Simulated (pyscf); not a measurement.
Optimised with ωB97X-D3(BJ)/def2-SVP in PySCF.

Task: Estimate by transition-state theory the rate constant of `[NH2][Ti]([OH])([Cl])[Cl]` + `[ClH]` → `[NH2][Ti]([Cl])([Cl])[Cl]` + `[OH2]` (singlet surface; O–Ti, Cl–H broken, Cl–Ti, H–O formed) at 900 K, with ωB97M-D3(BJ)/def2-TZVP energies (ideal gas, 1 atm, RRHO with modes under 100 cm⁻¹ raised to 100, one conformer, R ln 2 for chiral ones without a mode under 150 cm⁻¹; no tunnelling).

Result: The electronic barrier is 8.0 kcal/mol and the thermal terms add +34.5, so ΔG‡ = 42.6 kcal/mol. With k_BT/h = 1.88e+13 s⁻¹ and RT = 1.788 kcal/mol, and a volume of 1.23e-19 cm³ per molecule at 1 atm, k = 1.1e-16 cm³ molecule⁻¹ s⁻¹. Wigner's tunnelling factor for 601i cm⁻¹ would be 1.04. A shift of 1 kcal/mol in the barrier changes k by a factor 1.7. On the reactant side the descent ends in a complex (not fully relaxed), 5.4 kcal/mol under the separated species and 10.3 kcal/mol under the saddle at ωB97X-D3(BJ)/def2-TZVP. On the product side the descent ends in an adduct with a O–Ti contact, 14.6 kcal/mol under the separated species and 24.5 kcal/mol under the saddle at ωB97X-D3(BJ)/def2-TZVP. What is counted as broken (O–Ti) persists as a longer contact in the product adduct; parting that adduct is a step of its own. At ωB97X-D3(BJ)/def2-TZVP the barrier from the zero used here is 4.8 kcal/mol. This is the saddle that the search found; another between the same sides may lie lower.
